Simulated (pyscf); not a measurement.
Thermochemistry of product channels of AsH₂• + GaH₃ on the doublet surface, in kcal/mol, from ωB97M-D3(BJ)/def2-TZVP energies (ideal gas, 1 atm, RRHO with modes under 100 cm⁻¹ raised to 100, one conformer, R ln 2 for rigid chiral ones). Single points on ωB97X-D3(BJ)/def2-SVP structures (PySCF, gas phase).

| products | ΔE | ΔH(298 K) | ΔG(298 K) | ΔG(600 K) |
|---|---|---|---|---|
| [HGa–AsH₂]• + H₂ | (withheld) | -5.6 | -5.4 | (withheld) |
| H₂Ga–AsH• + H₂ | -8.9 | -8.9 | -8.5 | -8.7 |

Q: Complete the blanks.

A: 
- [HGa–AsH₂]• + H₂, ΔE: -6.1
- [HGa–AsH₂]• + H₂, ΔG(600 K): -5.5

These are energies of the channels, which say nothing of barriers. Elements up to Kr have no core potential and no relativistic terms here.
